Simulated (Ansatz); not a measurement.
A nudged elastic band was laid between two geometries of H4Si (5 atoms, charge 0, multiplicity 1).

These are results of Ansatz 0.2.0, RKS CAM-B3LYP/def2-SVP, not measurements.

```json
{
  "movable images": "7",
  "climbing image": "yes",
  "spring": "5.0 eV/Å²",
  "optimiser": "quadratic models (default)",
  "start path": "through a guess of the saddle point",
  "force threshold": "0.05 eV/Å",
  "iteration limit": "60",
  "end points": "relaxed"
}
```

Initial state:

```xyz
5
Properties=species:S:1:pos:R:3
Si 0.241 0.000 0.171
H 0.241 0.000 1.658
H 1.644 0.000 -0.325
H -0.460 1.214 -0.325
H -0.460 -1.214 -0.325
```

Final state:

```xyz
5
Properties=species:S:1:pos:R:3
Si 0.218 0.000 -0.716
H 0.729 0.000 1.082
H 1.405 0.000 0.617
H -0.573 1.120 -0.065
H -0.573 -1.120 -0.065
```

**Question.** What changes between the two ends?

**Answer.** Bonds formed: H2–H3. H4Si becomes H2 + H2Si.

**Question.** What energy profile does the band end with?

**Answer.** The forces met the threshold. The highest image is number 6 of 0 to 8, 2.64 eV above the first end and 0.24 eV above the last; the last end lies 2.39 eV above the first. A vibrational analysis at the climbing image gives one clearly imaginary mode, 1169i cm⁻¹: a first-order saddle point.

| image | path coordinate (Å) | energy (eV) | H2–H3 (Å) |
| --- | --- | --- | --- |
| 0 | 0.00 | 0.00 | 2.43 |
| 1 | 0.21 | 0.12 | 2.22 |
| 2 | 0.43 | 0.49 | 2.01 |
| 3 | 0.64 | 1.10 | 1.79 |
| 4 | 0.85 | 1.82 | 1.57 |
| 5 | 1.07 | 2.41 | 1.36 |
| 6 | 1.28 | 2.64 | 1.13 |
| 7 | 1.48 | 2.50 | 0.93 |
| 8 | 1.68 | 2.39 | 0.82 |

**Question.** What is the geometry of the highest image?

**Answer.** 
```xyz
5
Properties=species:S:1:pos:R:3
Si 0.234 0.000 -0.473
H 0.594 0.000 1.135
H 1.474 0.000 0.424
H -0.548 1.217 -0.116
H -0.548 -1.217 -0.116
```

**Question.** What are the harmonic wavenumbers there?

**Answer.** 1169i, 762, 764, 982, 1043, 1746, 2152, 2238, 2257 cm⁻¹.

Time of the run: 31 s on 1 thread of Intel(R) Xeon(R) Platinum 8488C (Sapphire Rapids), with other jobs on the host, peak memory 0.1 GiB.
